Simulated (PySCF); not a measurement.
Planning a geometry optimisation on `P(P)P` (P3H5).

Method: PBE0-D3(BJ)/def2-SVP geometry optimisation, gas phase (PySCF 2.14.0). Work: geometry optimisation from a GFN2-xTB start, density fitting. The input is one job of a driver script: a line of settings, then coordinates in Å.

Command:
```bash
OMP_NUM_THREADS=1 python probes_run.py task.json out
```

Input:
```
{"job": {"xc": "PBE0", "basis": "def2-SVP", "d3": "d3bj", "grid": 1, "kind": "geom"}, "charge": 0, "multiplicity": 1}
P      1.656175     0.032739    -0.525137
P     -0.017923    -0.308544     0.810573
P     -1.583808    -0.169163    -0.683393
H      1.590097     1.419983    -0.387956
H      2.589931    -0.075941     0.502299
H      0.073249    -1.700794     0.711974
H     -1.707046     1.214183    -0.546073
H     -2.591616    -0.403051     0.248627
```

Hardware: Arm Neoverse V2, one thread, shared host.

Problem. How large is the basis?

Solution. 79 functions.

Problem. Which is nearest to the wall time?
A. 0.96 s
B. 7.7 s
C. 0.13 s

Solution. B. The run took 7.7 s. The run took 5 energy-and-gradient evaluations and 28 SCF cycles, 1.5 s an evaluation on average.

Other jobs ran on the host; a repeat could differ by tens of per cent or more.

The run converged: final energy -1026.34817 Eh after 4 steps; dipole 0.81 D.
